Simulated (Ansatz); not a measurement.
# CHCl₂+ (SMILES Cl[CH+]Cl): one structure at several levels

The task here is to estimate one member of a computed series from the others.

Method: single points in def2-TZVPP; program: Ansatz 0.2.0, Gaussian basis.

Cores are frozen in the correlated methods.

## The system as given

SMILES `Cl[CH+]Cl`, 4 atoms, charge 1, spin multiplicity 1.

Atoms are counted from 1 here; the program's logs count them from 0.

Bond lengths: Cl1–C2 1.723 Å, C2–Cl3 1.727 Å, C2–H4 1.163 Å. Angles: Cl1–C2–Cl3 123.6°, Cl1–C2–H4 115.9°, Cl3–C2–H4 120.6°.

Coordinates:

```
Cl    1.3801   -0.6702   -0.6249
C    -0.0196    0.0002    0.1229
Cl   -1.2772    0.7999   -0.7493
H    -0.0807   -0.1128    1.2787
```

The first run:

run/in.yaml reads:

```yaml
crystal:
  periodic: [false, false, false]
  atoms:
    - {symbol: Cl, position_ang: [1.380100, -0.670200, -0.624900]}
    - {symbol: C, position_ang: [-0.019600, 0.000200, 0.122900]}
    - {symbol: Cl, position_ang: [-1.277200, 0.799900, -0.749300]}
    - {symbol: H, position_ang: [-0.080700, -0.112800, 1.278700]}
basis:
  gaussian: {orbitals: def2-TZVPP}
total_charge: 1
correlation: {method: ccsd_t}
output: {forces: true}
```

No record of the launch command was kept for these runs.

Among the steps run: CCSD(T)/def2-TZVPP; PBE0-D4/def2-TZVPP; wB97M-V/def2-TZVPP; r2SCAN-D4/def2-TZVPP; PBE-D4/def2-TZVPP; CAM-B3LYP-D4/def2-TZVPP; LC-wPBE/def2-TZVPP.

One table of the session follows, with a row left open; its other results are not shown here.

```
      method  RMS force component (eV/Å)  angle to CCSD(T) forces (°)
     CCSD(T)                       1.373                    reference
     PBE0-D4                           ?                            ?
     wB97M-V                       1.506                          3.3
   r2SCAN-D4                       1.404                          2.3
      PBE-D4                       1.251                          2.9
CAM-B3LYP-D4                       1.519                          3.7
     LC-wPBE                       1.718                          8.0
```

**Question.** Estimate the row for PBE0-D4.

As computed: RMS force component (eV/Å): 1.527; angle to CCSD(T) forces (°): 5.0. In the column «RMS force component (eV/Å)» it lies between CAM-B3LYP-D4 (1.519) and LC-wPBE (1.718).
